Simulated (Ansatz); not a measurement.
Reaction (SMILES): CO (CH3-OH) → C atom + 4 H atom + O atom
B3LYP-D3(BJ)/def2-TZVP geometries, fixed; electronic energies without zero-point terms.
Largest species:
```xyz
6

C     -0.0525     0.6636    -0.0008
O     -0.0399    -0.7570     0.0018
H     -1.0978     0.9691     0.0075
H      0.8740    -1.0577    -0.0054
H      0.4365     1.0833     0.8854
H      0.4213     1.0799    -0.8968
```

Basis-set convergence of the atomisation energy at PBE0 with Ansatz (a quantum-chemistry and plane-wave program). Cartesian d functions, on some or all atoms, in 6-31G*, 6-31+G*; all else is spherical. The program fits the integrals of some runs and decomposes those of others, by size. Open shells are unrestricted. No added dispersion term, no relativity. Functions are those of the species that has most. Reference: the value in aug-pcseg-3, 510.33 kcal/mol, itself unsure by roughly 0.24 kcal/mol (its mean distance from aug-cc-pVQZ, cc-pV5Z, def2-QZVPPD). Deviations are taken from unrounded values.

```csv
basis,functions,atomisation energy (kcal/mol)
6-31G*,38,504.58
6-31+G*,46,503.97
cc-pVDZ,48,499.90
aug-cc-pVDZ,82,504.11
def2-SVP,48,509.12
def2-SVPD,75,513.93
pcseg-1,48,502.67
aug-pcseg-1,82,507.89
6-311G**,60,505.44
6-311+G**,68,506.52
def2-TZVP,86,507.69
def2-TZVPD,113,508.62
cc-pVTZ,116,508.70
aug-cc-pVTZ,184,509.44
pcseg-2,116,509.81
aug-pcseg-2,184,510.39
def2-TZVPP,118,509.32
def2-TZVPPD,145,509.94
cc-pVQZ,230,509.96
aug-cc-pVQZ,344,510.22
def2-QZVPP,234,509.77
def2-QZVPPD,261,509.93
pcseg-3,252,510.32
aug-pcseg-3,366,510.33
```

What the diffuse functions change, pair by pair:
- 6-31G* to 6-31+G*: 8 more functions, deviation -5.75 to -6.36 kcal/mol
- cc-pVDZ to aug-cc-pVDZ: 34 more functions, deviation -10.43 to -6.22 kcal/mol
- def2-SVP to def2-SVPD: 27 more functions, deviation -1.21 to 3.59 kcal/mol
- pcseg-1 to aug-pcseg-1: 34 more functions, deviation -7.67 to -2.45 kcal/mol
- 6-311G** to 6-311+G**: 8 more functions, deviation -4.89 to -3.81 kcal/mol
- def2-TZVP to def2-TZVPD: 27 more functions, deviation -2.65 to -1.72 kcal/mol
- cc-pVTZ to aug-cc-pVTZ: 68 more functions, deviation -1.63 to -0.90 kcal/mol
- pcseg-2 to aug-pcseg-2: 68 more functions, deviation -0.52 to 0.05 kcal/mol
- def2-TZVPP to def2-TZVPPD: 27 more functions, deviation -1.01 to -0.40 kcal/mol
- cc-pVQZ to aug-cc-pVQZ: 114 more functions, deviation -0.38 to -0.12 kcal/mol
- def2-QZVPP to def2-QZVPPD: 27 more functions, deviation -0.56 to -0.40 kcal/mol
- pcseg-3 to aug-pcseg-3: 114 more functions, deviation -0.02 to 0.00 kcal/mol

Leaving out the reference's own pair, they bring the value nearer the reference by more than 0.24 kcal/mol in 8 of 11 pairs.
